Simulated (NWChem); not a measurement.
# C2H4O2 (glycolaldehyde) at 6 levels

Aim: a comparison of 6 runs (TPSS/def2-SVPD, BLYP/def2-SVPD, M06-L/def2-SVPD, PBE/def2-SVPD, PBE0/def2-SVPD, revPBE/def2-SVPD) of C2H4O2 (glycolaldehyde). 

Program for the calculation: NWChem 7.3.0.

### 1 The system as given

C2H4O2 has 8 atoms, charge 0, and is taken as a singlet. As SMILES, `O=CCO`. Geometry: relaxed at PBE0-D4/def2-TZVP. This is one conformer, not always the lowest.

Bond lengths: O1–C2 1.203 Å, C2–C3 1.497 Å, C3–O4 1.387 Å, C2–H5 1.108 Å, C3–H6 1.102 Å, C3–H7 1.102 Å, O4–H8 0.969 Å. Angles: O1–C2–C3 121.7°, C2–C3–O4 112.2°, O1–C2–H5 121.6°, C3–C2–H5 116.7°, C2–C3–H6 107.5°, C2–C3–H7 107.6°, O4–C3–H6 111.6°, O4–C3–H7 111.6°, C3–O4–H8 105.9°, H6–C3–H7 106.0°.

### 2 Energy and forces at TPSS/def2-SVPD (run 1)

input.xyz reads:

```xyz
8
C2H4O2
O     -0.677400    -0.184900    -1.577900
C      0.186000     0.292000    -0.889600
C      0.244700     0.041200     0.584700
O     -0.787900    -0.777200     1.017500
H      0.977600     0.938900    -1.315800
H      1.230800    -0.397100     0.808100
H      0.225200     1.020400     1.089600
H     -1.306900    -0.990500     0.227600
```

input.nw reads:

```
start input
title "C2H4O2"
memory 2200 mb

geometry units angstrom noautosym nocenter noautoz
 load format xyz input.xyz
end

basis spherical bse
 O library def2-SVPD
 C library def2-SVPD
 H library def2-SVPD
end

dft
 xc xtpss03 ctpss03
 grid fine
 convergence energy 1e-08
 maxiter 100
 mulliken
 print low
end

task dft gradient
```

Run with:

```bash
$ nwchem input.nw > input.out
```

The program printed:

```text
[...]
 d= 0,ls=0.0,diis     1   -228.7896718641 -3.49D+02  2.16D-02  1.06D+00     3.1
[...]
 d= 0,ls=0.0,diis    11   -228.9236858341 -6.39D-10  1.12D-07  4.19D-10    27.2
         Total DFT energy =     -228.923685834128
      One electron energy =     -549.761171785043
           Coulomb energy =      230.061034804718
    Exchange-Corr. energy =      -29.501448463569
 Nuclear repulsion energy =      120.277899609766
[...]
                         DFT ENERGY GRADIENTS
    atom               coordinates                        gradient
                 x          y          z           x          y          z
   1 O      -1.280100  -0.349410  -2.981799    0.020442   0.011376   0.015883
   2 C       0.351489   0.551800  -1.681100   -0.015179  -0.009016  -0.008956
   3 C       0.462416   0.077857   1.104923   -0.003780  -0.002518  -0.000545
   4 O      -1.488915  -1.468695   1.922796    0.002320   0.003990  -0.011871
   5 H       1.847396   1.774264  -2.486501   -0.004900  -0.003931   0.002300
   6 H       2.325875  -0.750410   1.527088   -0.005840   0.002422  -0.001919
   7 H       0.425566   1.928276   2.059045   -0.000137  -0.005633  -0.003533
   8 H      -2.469683  -1.871774   0.430102    0.007073   0.003311   0.008641
 Task  times  cpu:       36.2s     wall:       36.2s
 Total times  cpu:       36.3s     wall:       36.3s
```

Run time: 37 s. Hardware: 1 thread of Intel Xeon 6975P-C (Granite Rapids), shared host; peak memory 0.12 GiB.

### 3 Energy and forces at BLYP/def2-SVPD (run 2)

run.py reads:

```python
from ase import Atoms
from ase.calculators.nwchem import NWChem

atoms = Atoms(['O', 'C', 'C', 'O', 'H', 'H', 'H', 'H'], positions=[
    [-0.677400, -0.184900, -1.577900],
    [0.186000, 0.292000, -0.889600],
    [0.244700, 0.041200, 0.584700],
    [-0.787900, -0.777200, 1.017500],
    [0.977600, 0.938900, -1.315800],
    [1.230800, -0.397100, 0.808100],
    [0.225200, 1.020400, 1.089600],
    [-1.306900, -0.990500, 0.227600],
])

calc = NWChem(
    label='c2h4o2',
    theory='dft',
    memory='2200 mb',
    basis='def2-SVPD',
    basispar='spherical bse',
    dft={'xc': 'becke88 lyp', 'mult': '1', 'grid': 'fine', 'convergence': 'energy 1e-08', 'iterations': '100', 'mulliken': None},
)
atoms.calc = calc

forces = atoms.get_forces()
print("Total energy (eV):", round(atoms.get_potential_energy(), 6))
print("forces (eV/A):")
for s, f in zip(atoms.symbols, forces):
    print(f"{s:2s} {f[0]:10.5f} {f[1]:10.5f} {f[2]:10.5f}")
print("dipole (e A):", atoms.get_dipole_moment().round(4))
```

Run with:

```bash
$ export ASE_NWCHEM_COMMAND="nwchem PREFIX.nwi > PREFIX.nwo"
$ python run.py
```

The program printed:

```text
Total energy (eV): -6226.913954
forces (eV/A):
O    -1.26005   -0.68330   -1.06896
C     0.88955    0.53191    0.50646
C     0.18203    0.11807    0.04247
O    -0.23670   -0.32216    0.78054
H     0.38813    0.31013   -0.17494
H     0.46470   -0.15807    0.12892
H     0.03893    0.44300    0.24904
H    -0.46655   -0.23952   -0.46352
dipole (e A): [0.4138 0.287  0.0323]
```

The calculator wrote c2h4o2.nwi:

```
title "c2h4o2"

permanent_dir c2h4o2

scratch_dir c2h4o2

start c2h4o2

geometry units angstrom nocenter noautosym noautoz
  O  -6.7740000000000000e-01 -1.8490000000000001e-01 -1.5779000000000001e+00
  C  1.8600000000000000e-01 2.9199999999999998e-01 -8.8959999999999995e-01
  C  2.4470000000000000e-01 4.1200000000000001e-02 5.8470000000000000e-01
  O  -7.8790000000000004e-01 -7.7720000000000000e-01 1.0175000000000001e+00
  H  9.7760000000000002e-01 9.3889999999999996e-01 -1.3158000000000001e+00
  H  1.2307999999999999e+00 -3.9710000000000001e-01 8.0810000000000004e-01
  H  2.2520000000000001e-01 1.0204000000000000e+00 1.0895999999999999e+00
  H  -1.3069000000000000e+00 -9.9050000000000005e-01 2.2760000000000000e-01
end

memory 2200 mb

basis spherical bse noprint
   * library def2-SVPD
end

dft
  xc becke88 lyp
  mult 1
  grid fine
  convergence energy 1e-08
  iterations 100
  mulliken
end

task dft gradient
```

c2h4o2.nwo:

```text
Northwest Computational Chemistry Package (NWChem) 7.3.0
             --------------------------------------------------------

           Job information
           ---------------

    nwchem branch   = 7.3.0
    use scalapack   = T
    input           = c2h4o2.nwi
    prefix          = c2h4o2.
    data base       = c2h4o2/c2h4o2.db
    status          = startup
    nproc           =        1

           Memory information
           ------------------

[... 5 lines left out ...]
    hardfail = no
[... 104 lines left out ...]
  convergence criterion.
[... 38 lines left out ...]
          Spatial weights used:  Erf1
[... 32 lines left out ...]
 1-e energy   =    -546.930891
[... 46 lines left out ...]
           Coulomb energy =      229.974995794636
[... 904 lines left out ...]
          Convergence on density requested:  1.00D-05
[... 24 lines left out ...]
          total energy or number of iterations.
[... 36 lines left out ...]
                 ----------------------------------------
                 |  Time  |  1-e(secs)   |  2-e(secs)   |
                 ----------------------------------------
                 |  CPU   |       0.01   |       3.73   |
                 ----------------------------------------
                 |  WALL  |       0.01   |       3.73   |
                 ----------------------------------------

 Task  times  cpu:       28.2s     wall:       28.2s
 Total times  cpu:       28.2s     wall:       28.2s
```

It took 29 s on 1 thread of Intel Xeon 6975P-C (Granite Rapids), shared host; peak memory 0.12 GiB.

### 4 Energy and gradient at M06-L/def2-SVPD (run 3)

input.nw reads:

```
start input
title "C2H4O2 gradient"
memory stack 880 mb heap 220 mb global 1100 mb

geometry units atomic noautosym nocenter noautoz
   O     -1.28010048    -0.34941036    -2.98179885
   C      0.35148906     0.55180003    -1.68110036
   C      0.46241598     0.07785672     1.10492287
   O     -1.48891521    -1.46869514     1.92279633
   H      1.84739626     1.77426386    -2.48650163
   H      2.32587491    -0.75041024     1.52708768
   H      0.42556632     1.92827654     2.05904559
   H     -2.46968307    -1.87177373     0.43010167
end

basis spherical bse
   * library def2-SVPD
end

dft
   xc m06-l
   grid fine
   convergence energy 1e-08
   maxiter 100
   mulliken
end

task dft gradient
```

Run with:

```bash
$ nwchem input.nw > input.out
```

The program printed:

```text
[...]
          Wavefunction type:  closed shell.
          No. of atoms     :     8
          No. of electrons :    32
[...]
          Charge           :     0
          Spin multiplicity:     1
[...]
          AO basis - number of functions:   118
[...]
              XC Information
              --------------
                        M06-L Method XC Functional
                         M06-L Exchange Functional  1.000
                       M06-L Correlation Potential  1.000
[...]
 d= 0,ls=0.0,diis     1   -228.7337683938 -3.49D+02  2.14D-02  1.04D+00     3.8
[...]
 d= 0,ls=0.0,diis    13   -228.8598629635 -1.57D-09  4.30D-07  4.71D-10    32.0
         Total DFT energy =     -228.859862963513
      One electron energy =     -549.834821105779
           Coulomb energy =      230.155704176302
    Exchange-Corr. energy =      -29.458637025682
 Nuclear repulsion energy =      120.277890991646
[...]
  wavefunction    = closed shell
                         DFT ENERGY GRADIENTS
    atom               coordinates                        gradient
                 x          y          z           x          y          z
   1 O      -1.280100  -0.349410  -2.981799    0.006775   0.003731   0.005470
   2 C       0.351489   0.551800  -1.681100   -0.002457  -0.000376  -0.006942
   3 C       0.462416   0.077857   1.104923    0.004780   0.002702   0.003764
   4 O      -1.488915  -1.468695   1.922796   -0.001126  -0.000694  -0.000495
   5 H       1.847396   1.774264  -2.486502   -0.004441  -0.003479   0.001667
   6 H       2.325875  -0.750410   1.527088   -0.003687   0.000249  -0.001604
   7 H       0.425566   1.928277   2.059046   -0.001330  -0.003092  -0.002283
   8 H      -2.469683  -1.871774   0.430102    0.001487   0.000960   0.000422
[...]
```

Run time: 41 s. Hardware: 1 thread of Intel Xeon 6975P-C (Granite Rapids), shared host; peak memory 0.12 GiB.

Runs 4 to 5 aren't shown in full; the table further down has their settings and results.

### 5 Energy and forces at revPBE/def2-SVPD (run 6)

m1.nw reads:

```
echo
start m1
memory stack 880 mb heap 220 mb global 1100 mb

geometry noautosym nocenter noautoz
O       -0.677400      -0.184900      -1.577900
C        0.186000       0.292000      -0.889600
C        0.244700       0.041200       0.584700
O       -0.787900      -0.777200       1.017500
H        0.977600       0.938900      -1.315800
H        1.230800      -0.397100       0.808100
H        0.225200       1.020400       1.089600
H       -1.306900      -0.990500       0.227600
end

basis "ao basis" spherical bse
* library def2-SVPD
end

dft
xc revpbe cpbe96
grid fine
convergence energy 1e-08
maxiter 100
mulliken
end

task dft gradient
```

Run with:

```bash
$ nwchem m1.nw > m1.out
```

The program printed:

```text
[...]
          Wavefunction type:  closed shell.
          No. of atoms     :     8
          No. of electrons :    32
[...]
          Charge           :     0
          Spin multiplicity:     1
[...]
          AO basis - number of functions:   118
[...]
              XC Information
              --------------
                        RevPBE Exchange Functional  1.000
            Perdew 1991 LDA Correlation Functional  1.000 local
           PerdewBurkeErnz. Correlation Functional  1.000 non-local
[...]
 d= 0,ls=0.0,diis     1   -228.6886041182 -3.49D+02  2.36D-02  1.16D+00     3.3
[...]
 d= 0,ls=0.0,diis    11   -228.8287446894 -1.07D-09  1.28D-07  4.60D-10    28.2
         Total DFT energy =     -228.828744689405
      One electron energy =     -549.681821131039
           Coulomb energy =      229.960099883121
    Exchange-Corr. energy =      -29.384923051251
 Nuclear repulsion energy =      120.277899609765
[...]
  wavefunction    = closed shell
                         DFT ENERGY GRADIENTS
    atom               coordinates                        gradient
                 x          y          z           x          y          z
   1 O      -1.280100  -0.349410  -2.981799    0.024817   0.013472   0.020984
   2 C       0.351489   0.551800  -1.681100   -0.016665  -0.009630  -0.011173
   3 C       0.462416   0.077857   1.104923    0.000214   0.000203   0.000010
   4 O      -1.488915  -1.468695   1.922796    0.003356   0.005289  -0.014718
   5 H       1.847396   1.774264  -2.486501   -0.008498  -0.006798   0.003868
   6 H       2.325875  -0.750410   1.527088   -0.009808   0.003253  -0.002624
   7 H       0.425566   1.928276   2.059045   -0.000881  -0.009348  -0.005142
   8 H      -2.469683  -1.871774   0.430102    0.007466   0.003560   0.008795
[...]
```

Wall time 34 s (1 thread of Intel Xeon 6975P-C (Granite Rapids), shared host); peak memory 0.11 GiB.

### 6 The series

```tsv
run	level	energy (Eh)	largest force (eV/Å)	wall time
1	TPSS/def2-SVPD	-228.923686	1.454	37 s
2	BLYP/def2-SVPD	-228.834869	1.788	29 s
3	M06-L/def2-SVPD	-228.859863	0.487	41 s
4	PBE/def2-SVPD	-228.637409	1.551	34 s
5	PBE0/def2-SVPD	-228.640322	0.291	30 s
6	revPBE/def2-SVPD	-228.828745	1.809	34 s
```

### 7 What came out

| quantity | value |
| --- | --- |
| run 6: total energy | -228.82874 Eh |
| run 6: dipole moment | 2.36 D |
| run 6: HOMO energy | -6.62 eV |
| run 6: LUMO energy | -2.34 eV |
| run 6: HOMO–LUMO gap | 4.28 eV |
| run 6: largest force on an atom | 1.809 eV/Å |

In words: Over runs 2, 3, 4, 5, 6 the dipole moment (its size) runs from 2.36 D (revPBE/def2-SVPD) to 2.54 D (PBE0/def2-SVPD). Over runs 2, 3, 4, 5, 6 the HOMO–LUMO gap runs from 4.24 eV (PBE/def2-SVPD) to 7.04 eV (PBE0/def2-SVPD). Totals of different functionals can't be ranked against each other. All runs together took 3.4 min, the longest 41 s.
